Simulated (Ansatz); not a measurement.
Geometry optimisation, RKS PBE-D4/def2-SVP (Ansatz 0.2.0).

Input:

```yaml
crystal:
  periodic: [false, false, false]
  atoms:
    - { symbol: Al, position_ang: [-1.645157, 0.750978, -0.19536] }
    - { symbol: H, position_ang: [-1.469397, -1.886051, 0.77766] }
    - { symbol: H, position_ang: [-2.411394, 0.394796, -1.54122] }
    - { symbol: H, position_ang: [-2.288701, 1.402623, 1.104166] }
    - { symbol: H, position_ang: [-0.953733, -1.437716, 0.588354] }
    - { symbol: O, position_ang: [0.133202, 0.422523, -0.147898] }
    - { symbol: Si, position_ang: [1.768358, 0.158175, -0.147343] }
    - { symbol: H, position_ang: [2.04003, -1.325909, -0.127764] }
    - { symbol: H, position_ang: [2.416495, 0.773011, 1.066191] }
    - { symbol: H, position_ang: [2.410297, 0.747569, -1.376686] }
basis:
  gaussian: { orbitals: def2-SVP }
hamiltonian:
  xc: pbe
  dispersion: d4
relax:
  f_tol: 0.03
  max_steps: 50
```

Command:

```bash
$ ansatz run input.yaml --threads 2 --pin off --max-ram 3072MiB --backend cpu --events-out ev --progress --plain --runs-dir out
```

Problem. Where does it end, and by what steps?

Solution. The run converged. After 7 steps the energy has fallen by 0.229 eV; H2 moved furthest, 0.61 Å.

```
step  energy less start (eV)  largest force component (eV/Å)  accepted
   0                  0.0000                           1.960       yes
   1                 -0.1525                           1.122       yes
   2                 -0.1948                           0.473       yes
   3                 -0.1947                           0.349        no
   4                 -0.2121                           0.181       yes
   5                 -0.2218                           0.082       yes
   6                 -0.2254                           0.057       yes
   7                 -0.2292                           0.014       yes
```

```xyz
10
Properties=species:S:1:pos:R:3
Al -1.501 0.575 -0.129
H -2.003 -1.598 0.686
H -2.301 0.235 -1.465
H -2.177 1.188 1.177
H -1.232 -1.606 0.639
O 0.213 0.441 -0.161
Si 1.860 0.243 -0.183
H 2.199 -1.225 -0.134
H 2.494 0.916 1.007
H 2.448 0.831 -1.438
```

The run took 7 s on 2 threads of Intel(R) Xeon(R) Platinum 8488C (Sapphire Rapids) (shared host), peak memory 0.14 GiB.
